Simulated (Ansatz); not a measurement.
B (model structure, started from the beta-Sn type, I4₁/amd, No. 141, 2 atoms in the cell): properties by level of theory

```
level (code)         lattice constant a (Å)  c axis length (Å)
-------------------  ----------------------  -----------------
PBE (Ansatz)                          4.454              1.598
PBEsol (Ansatz)                       4.347              1.601
PBE-D3(BJ) (Ansatz)                   4.349              1.594
r²SCAN (Ansatz)                       4.560              1.587
```

Ansatz's density-functional and Hartree–Fock values are scalar-relativistic unless marked +SOC, with PAW data made under PBE.

Static lattice: no zero-point or thermal effects.

A model structure was made by putting elements into a prototype or built by hand; it is no filed structure, need not be a known phase, and can be a saddle point held by its symmetry.

Ansatz is an electronic-structure program.
